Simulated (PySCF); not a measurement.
Delta-SCF ions had no search for a lower state. Excitations are Tamm–Dancoff values on a coarser integration grid. The basis has no diffuse functions, so Rydberg states are missing or too high.

**AlCl₃, SMILES `[Cl][Al]([Cl])[Cl]` (charge 0, multiplicity 1)**

Computed with PySCF 2.14.0 with PBE-D3(BJ)/def2-TZVP // B3LYP-D3(BJ)/def2-TZVP.

- HOMO = -7.96 eV
- dipole moment = 0.00 D
- HOMO–LUMO gap = 5.78 eV
- LUMO = -2.17 eV
- S1 excitation (TDA) = 5.90 eV
- S1 oscillator strength = 0.000
- T1 excitation (TDA) = 5.66 eV
- S1–T1 gap (TDA) = 0.24 eV
- vertical ionisation energy (Delta-SCF) = 10.85 eV
- total energy = -44153.11 eV
- cost = very roughly 50 core-seconds

```xyz
4

Cl     2.0520    -0.3110     0.0632
Al     0.0000     0.0000     0.0000
Cl    -0.7568     1.9335    -0.0236
Cl    -1.2953    -1.6225    -0.0395
```
